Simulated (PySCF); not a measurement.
# Potential energy of C₂⁺ along the bond

Set-up: basis C def2-TZVP; no relativity; PySCF 2.14. Energies in eV from C⁺ + C in their ground configurations at the same level. State: ⁴Σg⁻ (quartet), unpaired electrons σ ↑, π ↑↑.

All columns are PBE0.

```tsv
R (Å)	E (eV)	HOMO (eV)	LUMO (eV)	Mayer bond order	⟨S²⟩
1.208	-4.854	-18.68	-15.77	2.25	3.75
1.264	-5.494	-18.85	-15.37	2.19	3.75
1.321	-5.848	-19.02	-15.00	2.13	3.75
1.363	-5.972	-19.15	-14.75	2.09	3.75
1.405	-6.005	-19.29	-14.50	2.05	3.75
1.447	-5.967	-19.42	-14.28	2.02	3.75
1.503	-5.833	-19.17	-14.05	1.97	3.75
1.574	-5.577	-18.72	-13.90	1.92	3.75
1.658	-5.192	-18.24	-13.71	1.87	3.75
1.770	-4.628	-17.67	-13.46	1.79	3.75
```

The state was picked by a PBE0 search and need not be the measured ground state.
